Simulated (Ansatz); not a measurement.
# Cadmium, hcp: convergence with the k-point mesh

Computed with Ansatz, LDA, scalar-relativistic PAW, on the relaxed cell (a = 2.882 Å, c = 5.638 Å (c/a = 1.957); spin not included). Errors count from a run at 420 eV on a Γ-centred 21×21×9 mesh with Fermi-Dirac smearing of 0.1 eV, extrapolated to zero width. Fixed here: cutoff 420 eV, Fermi-Dirac width 0.1 eV. The SCF starts from atomic densities corrected by a trained network.

```
 k-mesh  E(σ→0) error (meV/atom)  P (GPa)  SCF iterations
  2×2×1                    939.3     5.98               6
  3×3×2                    211.6     2.87               6
  5×5×2                    100.4     1.16               6
  6×6×3                      3.2     0.03               6
  8×8×4                     26.3     0.46               6
13×13×6                     -1.4     0.07               6
18×18×8                     -1.5     0.03               6
```

Q: What does the run at 10×10×5 give (k-mesh)?

A: E(σ→0) error (meV/atom): 1.3; P (GPa): 0.08; SCF iterations: 6.

Within 5 meV/atom of the last row: from 10×10×5 on.
